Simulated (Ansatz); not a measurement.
Rock-salt GdN was calculated with r²SCAN in Ansatz (PAW).

Numerical settings: plane-wave cutoff 560 eV, 12×12×12 k mesh, Fermi–Dirac smearing 0.01 eV, spin-polarised with parallel moments, scalar-relativistic PAW data made under PBE.

Energies at three volumes about the minimum:

```tsv
V (Å³/atom)	E − E_lowest (meV/atom)
15.071	3.17
15.378	0.00
15.686	2.95
```

Fit a parabola by hand: where is the minimum, and what is the bulk modulus?

Slopes: (0.00 − 3.17)/(15.378 − 15.071) = -10.326 and (2.95 − 0.00)/(15.686 − 15.378) = 9.578 meV/Å³. Curvature E″ = 2 × (9.578 − (-10.326))/(15.686 − 15.071) = 64.728 meV/Å⁶. From the middle of the first interval, the slope vanishes at V0 = 15.2245 − (-10.326)/64.728 = 15.384 Å³/atom. B = V0 E″ = 15.384 × 64.728 meV/Å³ × 0.1602 GPa per meV/Å³ = 160 GPa. The full Birch–Murnaghan fit to all volumes gives V0 = 15.379 Å³/atom and B0 = 159 GPa.

Measured, for comparison: bulk modulus 192 ± 35 GPa (temperature not stated, not corrected to a static lattice; as tabulated in Doll (2008), arXiv:0801.3152); equilibrium volume per atom 15.38 Å³/atom (temperature not stated, not corrected to a static lattice; as tabulated in Natali et al. (2013), arXiv:1208.2410). Computed less measured: bulk modulus -17 % (inside the measured uncertainty), equilibrium volume per atom +0.0 %.

Note: the 4f shell is treated without U or exact exchange, so its levels and filling can be wrong.

Ansatz is a quantum-chemistry and plane-wave program.
